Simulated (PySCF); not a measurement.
**triplet SiH2Cl2 at 6 levels**

Wanted: a comparison of 6 runs (UHF/3-21G, U-revPBE/6-311+G**, U-wB97X/6-311+G**, UB2PLYP/6-311+G**, UCAM-B3LYP/6-311+G**, USCS-MP2/6-311+G**) of triplet SiH2Cl2. 

The calculation is run with PySCF 2.14.0.

4 further runs of the same task are left out: 2 that didn't finish, 2 set aside as unsound or not needed.

### 1 Starting point

SiH2Cl2: 5 atoms, total charge 0, spin state triplet. As SMILES of the parent species, `Cl[SiH2]Cl`. The shape is that of a PBE0-D4/def2-TZVP optimisation. That shape belongs to the parent species and isn't relaxed for this state.

Bond lengths: Cl1–Si2 2.040 Å, Si2–Cl3 2.040 Å, Si2–H4 1.476 Å, Si2–H5 1.476 Å. Angles: Cl1–Si2–Cl3 110.1°, Cl1–Si2–H4 108.5°, Cl1–Si2–H5 108.5°, Cl3–Si2–H4 108.5°, Cl3–Si2–H5 108.5°, H4–Si2–H5 112.7°.

### 2 The energy at UHF/3-21G (run 1)

The input, start.xyz:

```xyz
5

Cl    -1.036100    -0.393400     1.609300
Si     0.136800    -0.071700    -0.028900
Cl    -0.799200     1.196800    -1.324000
H      0.352000    -1.362200    -0.711200
H      1.396500     0.556600     0.413400
```

The input, job.py:

```python
from pyscf import gto

mol = gto.Mole()
mol.atom = 'start.xyz'
mol.spin = 2
mol.max_memory = 1860
mol.basis = '3-21g'
mol.verbose = 4
mol.build()

calc0 = mol.UHF()
calc0.conv_tol = 1e-10
calc0.kernel()
if not calc0.converged:
    calc0 = calc0.newton().run(calc0.mo_coeff, calc0.mo_occ)

etot = calc0.e_tot
print('Final energy', etot)
```

On the command line:

```bash
$ OMP_NUM_THREADS=1 python job.py
```

Log:

```text
PySCF version 2.14.0

[INPUT] num. atoms = 5
[INPUT] num. electrons = 50
[INPUT] charge = 0
[INPUT] spin (= nelec alpha-beta = 2S) = 2
[INPUT] symmetry False subgroup None
[INPUT] Mole.unit = angstrom
[INPUT] Symbol           X                Y                Z      unit          X                Y                Z       unit  Magmom
[INPUT]  1 Cl    -1.036100000000  -0.393400000000   1.609300000000 AA   -1.957945237662  -0.743418257404   3.041136252263 Bohr   0.0
[INPUT]  2 Si     0.136800000000  -0.071700000000  -0.028900000000 AA    0.258514533841  -0.135493363131  -0.054613085000 Bohr   0.0
[INPUT]  3 Cl    -0.799200000000   1.196800000000  -1.324000000000 AA   -1.510269118752   2.261624225879  -2.501997388924 Bohr   0.0
[INPUT]  4 H      0.352000000000  -1.362200000000  -0.711200000000 AA    0.665183595847  -2.574184926883  -1.343973219791 Bohr   0.0
[INPUT]  5 H      1.396500000000   0.556600000000   0.413400000000 AA    2.639002532955   1.051821560933   0.781212779895 Bohr   0.0

[... 27 lines left out ...]
[... the frontier-level lines of each cycle are left out ...]
[... 11 lines left out ...]
[... 11 lines left out ...]
[... 11 lines left out ...]
[... 11 lines left out ...]
[... 11 lines left out ...]
[... 11 lines left out ...]
[... 11 lines left out ...]
[... 11 lines left out ...]
[... 5 lines left out ...]

cycle= 18 E= -1202.89930195768  delta_E= -1.97e-10  |g|= 3.88e-06  |ddm|= 0.00014


cycle= 19 E= -1202.89930195793  delta_E= -2.48e-10  |g|= 2.38e-06  |ddm|= 0.000243


cycle= 20 E= -1202.89930195808  delta_E= -1.48e-10  |g|= 1.8e-06  |ddm|= 0.000272


cycle= 21 E= -1202.89930195808  delta_E= -2.27e-12  |g|= 1.76e-06  |ddm|= 2.12e-05


Extra cycle  E= -1202.8993019581  delta_E= -2.41e-11  |g|= 2.27e-06  |ddm|= 2.1e-05
converged SCF energy = -1202.8993019581  <S^2> = 2.0159764  2S+1 = 3.0106321
Final energy -1202.8993019581046
```

Run time: 1.1 s. Hardware: 1 thread of Arm Neoverse V1, shared host; peak memory 0.12 GiB.

### 3 A single-point energy at U-revPBE/6-311+G(d,p) (run 2)

The input, job.py:

```python
from pyscf import gto, dft

mol = gto.M(
    atom=[
    ('Cl', (-1.036100, -0.393400, 1.609300)),
    ('Si', (0.136800, -0.071700, -0.028900)),
    ('Cl', (-0.799200, 1.196800, -1.324000)),
    ('H', (0.352000, -1.362200, -0.711200)),
    ('H', (1.396500, 0.556600, 0.413400)),
],
    basis='6-311+g**',
    spin=2,
    verbose=3,
    max_memory=1860,
)

mf = dft.UKS(mol)
mf.xc = 'revpbe'
mf.conv_tol = 1e-10
mf.grids.level = 5
mf.kernel()
if not mf.converged:
    mf = mf.newton().run(mf.mo_coeff, mf.mo_occ)

e_final = mf.e_tot
print('E(%s) = %.9f' % ('REVPBE', e_final))
```

On the command line:

```bash
$ OMP_NUM_THREADS=1 python job.py
```

Log:

```text
WARN: HOMO -0.049840422984284 >= LUMO -0.320205394899904

WARN: HOMO -0.0696445036354166 >= LUMO -0.268591267800734

WARN: HOMO -0.0669374579451543 >= LUMO -0.300043453385576

WARN: HOMO -0.0635694497953142 >= LUMO -0.299895611929784

WARN: HOMO -0.0670467056184748 >= LUMO -0.30282671724803

WARN: HOMO -0.0667199450713614 >= LUMO -0.302765505504265

WARN: HOMO -0.0649591488344225 >= LUMO -0.301179486553759

WARN: HOMO -0.06580390542044 >= LUMO -0.301776853425266

WARN: HOMO -0.0657225215190189 >= LUMO -0.301720081910443

WARN: HOMO -0.065736738742539 >= LUMO -0.301741225696089

WARN: HOMO -0.0657363680734811 >= LUMO -0.301737624454165

WARN: HOMO -0.0657360645426711 >= LUMO -0.301737445230075

WARN: HOMO -0.0657359461607869 >= LUMO -0.301737928920201

WARN: HOMO -0.0657362717333507 >= LUMO -0.301737996359347

WARN: HOMO -0.0657362091815281 >= LUMO -0.301737905588552

WARN: HOMO -0.0657362581687153 >= LUMO -0.301737784328525

WARN: HOMO -0.065737402318721 >= LUMO -0.301738606323185

WARN: HOMO -0.0657358357843212 >= LUMO -0.301737357809182

WARN: HOMO -0.0657371644794982 >= LUMO -0.301738074864781

WARN: HOMO -0.0657372263593036 >= LUMO -0.301738190317475

WARN: HOMO -0.0657371281579425 >= LUMO -0.301738228773435

converged SCF energy = -1210.73901998196  <S^2> = 2.0015964  2S+1 = 3.0010641
E(REVPBE) = -1210.739019982
```

Run time: 47 s. Hardware: 1 thread of Arm Neoverse V1, shared host; peak memory 0.53 GiB.

Runs 3 to 5 aren't shown in full; the table further down has their settings and results.

### 4 The energy at USCS-MP2/6-311+G(d,p) (run 6)

The input, calc.py:

```python
from pyscf import gto, mp

mol = gto.M(
    atom=[
    ('Cl', (-1.036100, -0.393400, 1.609300)),
    ('Si', (0.136800, -0.071700, -0.028900)),
    ('Cl', (-0.799200, 1.196800, -1.324000)),
    ('H', (0.352000, -1.362200, -0.711200)),
    ('H', (1.396500, 0.556600, 0.413400)),
],
    basis='6-311+g**',
    max_memory=1860,
    verbose=3,
    spin=2,
)

myscf = mol.UHF()
myscf.conv_tol = 1e-10
myscf.kernel()
if not myscf.converged:
    myscf = myscf.newton().run(myscf.mo_coeff, myscf.mo_occ)

pt = mp.MP2(myscf, frozen=15).run()
e_tot = myscf.e_tot + 1.2 * pt.e_corr_os + pt.e_corr_ss / 3
print('Final energy', e_tot)
```

On the command line:

```bash
$ OMP_NUM_THREADS=1 python calc.py
```

Log:

```text
WARN: HOMO 0.0441987315212486 >= LUMO -0.355716992377419

WARN: HOMO -0.147761727857637 >= LUMO -0.307593322300773

WARN: HOMO -0.122391209340633 >= LUMO -0.244599047178093

WARN: HOMO -0.125758446707465 >= LUMO -0.217557641496667

WARN: HOMO -0.12971720151278 >= LUMO -0.213532909540277

WARN: HOMO -0.130831811884356 >= LUMO -0.210228893325598

WARN: HOMO -0.13178399819535 >= LUMO -0.208459925392636

WARN: HOMO -0.132240317544267 >= LUMO -0.20768979055778

WARN: HOMO -0.132418442243438 >= LUMO -0.207646783096754

WARN: HOMO -0.132464939953999 >= LUMO -0.207613534063688

WARN: HOMO -0.13246903228116 >= LUMO -0.20760935064319

WARN: HOMO -0.132457453728185 >= LUMO -0.207571827570483

WARN: HOMO -0.132425777703482 >= LUMO -0.207594576713892

WARN: HOMO -0.132420943686085 >= LUMO -0.207585651709056

WARN: HOMO -0.132425294261202 >= LUMO -0.207589719083389

WARN: HOMO -0.132398498179696 >= LUMO -0.207603615499419

WARN: HOMO -0.132389223034109 >= LUMO -0.207606766605382

WARN: HOMO -0.132387079475531 >= LUMO -0.207597299378285

WARN: HOMO -0.132383263942608 >= LUMO -0.207595374324357

WARN: HOMO -0.132381599124358 >= LUMO -0.20759194754559

WARN: HOMO -0.132381246998584 >= LUMO -0.207588206796597

WARN: HOMO -0.132389322074097 >= LUMO -0.207565653259239

WARN: HOMO -0.132407003777231 >= LUMO -0.207517715472254

WARN: HOMO -0.1324134874581 >= LUMO -0.207503226780682

WARN: HOMO -0.132415932647336 >= LUMO -0.207496940004157

WARN: HOMO -0.132416453754182 >= LUMO -0.207495018291437

WARN: HOMO -0.132417052232342 >= LUMO -0.207491588456478

WARN: HOMO -0.132416542275487 >= LUMO -0.207490347915666

WARN: HOMO -0.132416536332672 >= LUMO -0.20749031752635

WARN: HOMO -0.132416483135941 >= LUMO -0.207490155047282

WARN: HOMO -0.132416521528273 >= LUMO -0.207490216112546

WARN: HOMO -0.13241671691769 >= LUMO -0.207490146644147

WARN: HOMO -0.132416693423436 >= LUMO -0.207489939078897

WARN: HOMO -0.132417103277989 >= LUMO -0.207489087266083

WARN: HOMO -0.132416921998156 >= LUMO -0.207488845822326

WARN: HOMO -0.13241683538068 >= LUMO -0.207488737705262

WARN: HOMO -0.132416689686474 >= LUMO -0.207488942132557

WARN: HOMO -0.132416555954007 >= LUMO -0.207489161891857

WARN: HOMO -0.132416460751622 >= LUMO -0.207489633153983

WARN: HOMO -0.132416352466105 >= LUMO -0.207489710051732

WARN: HOMO -0.132416504343165 >= LUMO -0.207489522319207

WARN: HOMO -0.13241648581958 >= LUMO -0.207489515699507

converged SCF energy = -1208.89603447431  <S^2> = 2.0281641  2S+1 = 3.0187177
E(UMP2) = -1209.2942211404  E_corr = -0.398186666091533
E(SCS-UMP2) = -1209.28338856769  E_corr = -0.387354093376054
Final energy -1209.2833885676855
```

Wall time 9.3 s (1 thread of Arm Neoverse V1, shared host); peak memory 0.27 GiB.

### 5 The series

```
run                 level  integration grid  frozen core orbitals   energy (Eh)  dipole moment (D) of the reference  HOMO energy (eV)   ⟨S²⟩  wall time
  1             UHF/3-21G                 –                     –  -1202.899302                                2.60             -4.22  2.016      1.1 s
  2    U-revPBE/6-311+G**                 5                     –  -1210.739020                                0.32             -1.79  2.002       47 s
  3     U-wB97X/6-311+G**                 5                     –  -1210.915717                                1.03             -4.06  2.006       82 s
  4     UB2PLYP/6-311+G**                 5                    15  -1210.516080                                0.54             -2.86  2.010       56 s
  5  UCAM-B3LYP/6-311+G**                 5                     –  -1210.971213                                0.76             -3.34  2.006       83 s
  6    USCS-MP2/6-311+G**                 –                    15  -1209.283389                                0.45             -3.60  2.028      9.3 s
```

### 6 What came out

```
                                                         quantity           value
                                              run 6: total energy  -1209.28339 Eh
                      run 6: dipole moment (Hartree–Fock density)          0.45 D
run 6: HOMO energy (Hartree–Fock orbitals) (highest over α and β)        -3.60 eV
              run 6: correlation energy (15 core orbitals frozen)      -387.4 mEh
                         run 6: ⟨S²⟩ of the reference determinant           2.028
```

**Reading.** Over runs 1, 2, 3, 4, 5 the dipole moment (its size) runs from 0.32 D (U-revPBE/6-311+G**) to 2.60 D (UHF/3-21G). The two ends differ in method and basis. Totals of different functionals can't be ranked against each other. All runs together took 4.6 min, the longest 83 s.
